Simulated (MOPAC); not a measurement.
MOPAC input (PM3):

```
PM3 1SCF CHARGE=-1 GEO-OK AUX(PRECISION=9) THREADS=1
C2H3

C     0.01278651 1    0.10878287 1    0.77591448 1
C    -0.01004020 1    0.03731449 1   -0.57342092 1
H     0.02491044 1   -0.93690889 1    1.17613433 1
H    -0.02531590 1    0.94370798 1   -1.19774587 1
H    -0.01607244 1   -0.88338326 1   -1.19334978 1
```

From the last part of the output:

```
                                                       MOPAC v23.2.5 Linux

          FINAL HEAT OF FORMATION =         63.21285 KCAL/MOL =     264.48258 KJ/MOL

          COSMO AREA              =         70.45 SQUARE ANGSTROMS
          COSMO VOLUME            =         52.64 CUBIC ANGSTROMS

          IONIZATION POTENTIAL    =          1.150339 EV
          HOMO LUMO ENERGIES (EV) =         -1.150  8.669
          NO. OF FILLED LEVELS    =          6
          MOLECULAR WEIGHT        =         27.0457         POINT GROUP:  Cs

          MOLECULAR DIMENSIONS (Angstroms)

            Atom       Atom       Distance
            H     4    H     3     3.02895
            H     5    C     1     2.00059
            H     3    C     2     0.00000

          SCF CALCULATIONS        =          1

   ATOM   CHEMICAL          X               Y               Z
  NUMBER   SYMBOL      (ANGSTROMS)     (ANGSTROMS)     (ANGSTROMS)

     1       C          0.01278651  *   0.10878287  *   0.77591448  *
     2       C         -0.01004020  *   0.03731449  *  -0.57342092  *
     3       H          0.02491044  *  -0.93690889  *   1.17613433  *
     4       H         -0.02531590  *   0.94370798  *  -1.19774587  *
     5       H         -0.01607244  *  -0.88338326  *  -1.19334978  *

                             CARTESIAN COORDINATES

   1    C        0.012786510     0.108782870     0.775914480
   2    C       -0.010040200     0.037314490    -0.573420920
   3    H        0.024910440    -0.936908890     1.176134330
   4    H       -0.025315900     0.943707980    -1.197745870
   5    H       -0.016072440    -0.883383260    -1.193349780

           Empirical Formula: C2 H3  =     5 atoms

      MOLECULAR POINT GROUP   :   Cs

                  EIGENVALUES
 -24.01418 -12.56668  -8.32514  -6.11783  -2.99306  -1.15034   8.66919  10.25401
  10.69846  12.11801  13.25041

              NET ATOMIC CHARGES AND DIPOLE CONTRIBUTIONS

  ATOM NO.   TYPE          CHARGE      No. of ELECS.   s-Pop       p-Pop
    1          C          -0.526948        4.5269     1.59503     2.93191
    2          C          -0.399234        4.3992     1.20287     3.19636
    3          H          -0.071611        1.0716     1.07161
    4          H           0.014554        0.9854     0.98545
    5          H          -0.016761        1.0168     1.01676
 DIPOLE           X         Y         Z       TOTAL
 POINT-CHG.    -0.019     0.267    -1.042     1.076
 HYBRID        -0.015    -1.658    -1.344     2.134
 SUM           -0.034    -1.391    -2.386     2.762

          ATOMIC ORBITAL ELECTRON POPULATIONS

     Atom    s        px        py        pz
    1  C   1.59503   0.73845   1.17749   1.01597
    2  C   1.20287   1.26153   0.92711   1.00773
    3  H   1.07161
    4  H   0.98545
    5  H   1.01676

 **********************
 *                    *
 * JOB ENDED NORMALLY *
 *                    *
 **********************

 == MOPAC DONE ==
```

The dipole moment of an ion depends on the origin.
